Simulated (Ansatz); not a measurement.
# CH4ClSi: the cost of one run

Program: the Python package of Ansatz 0.2.0. Level of theory: PBE0+D4/def2-SVP. These are calculated values, not measurements.

## 1. Starting point

Bond lengths: C1–Si2 1.844 Å, Si2–Cl3 2.051 Å, C1–H4 1.094 Å, C1–H5 1.094 Å, C1–H6 1.094 Å, Si2–H7 1.485 Å. Angles: C1–Si2–Cl3 109.1°, C1–Si2–H7 110.5°, Cl3–Si2–H7 106.8°, Si2–C1–H4 111.1°, Si2–C1–H5 111.4°, Si2–C1–H6 111.4°, H4–C1–H5 107.6°, H4–C1–H6 107.6°, H5–C1–H6 107.7°.

No structure file is read: the coordinates are typed or built in the script.

## 2. The code

relaxed_scan_ch4clsi.py reads:

```python
# -*- coding: utf-8 -*-
from dataclasses import dataclass

import ansatz as az
import numpy as np


@dataclass
class Options:
    basis: str = "def2-SVP"
    xc: str = "pbe0"
    vdw: str = "d4"
    net_charge: int = -1


opts = Options()


def main():
    geometry_ang = [
        ("C", (-0.8259, -0.0514, -0.072)),
        ("Si", (0.8598, 0.4999, 0.4325)),
        ("Cl", (2.0004, -1.1471, 0.8701)),
        ("H", (-1.4562, 0.8028, -0.3378)),
        ("H", (-1.3267, -0.5929, 0.7366)),
        ("H", (-0.785, -0.715, -0.9414)),
        ("H", (1.5337, 1.2038, -0.688)),
    ]
    system = az.Crystal.molecule()
    for symbol, xyz in geometry_ang:
        system = system.atom(symbol, xyz)

    calc = (
        system.calculation()
        .basis(gaussian=opts.basis)
        .functional(opts.xc, dispersion=opts.vdw)
        .charge(opts.net_charge)
    )
    symbols = [site.symbol for site in system.cartesian_sites]
    pairs = [(0, 1), (0, 3), (0, 4), (0, 5), (1, 2), (1, 6)]
    print("held (A)   E (eV)        ", "  ".join(f"{symbols[i]}{i}-{symbols[j]}{j}" for i, j in pairs))
    for length in [1.7, 1.84, 1.99, 2.21, 2.49]:
        report = calc.relax(constraints=[az.DistanceConstraint((0, 1), at=length)], force_tolerance=0.02, max_steps=60).run().report
        xyz = np.array(report["positions_ang"])
        print(f"{length:6.2f} {report['free_energy_ev']:14.5f}  ", "  ".join(f"{np.linalg.norm(xyz[i] - xyz[j]):.3f}" for i, j in pairs))


if __name__ == "__main__":
    main()
```

## 3. Launch

Run with:

```bash
python relaxed_scan_ch4clsi.py
```

Q: Estimate wall time and peak memory on 1 thread of Arm Neoverse V1, shared host.

About 96 s, with a peak of 0.21 GiB.
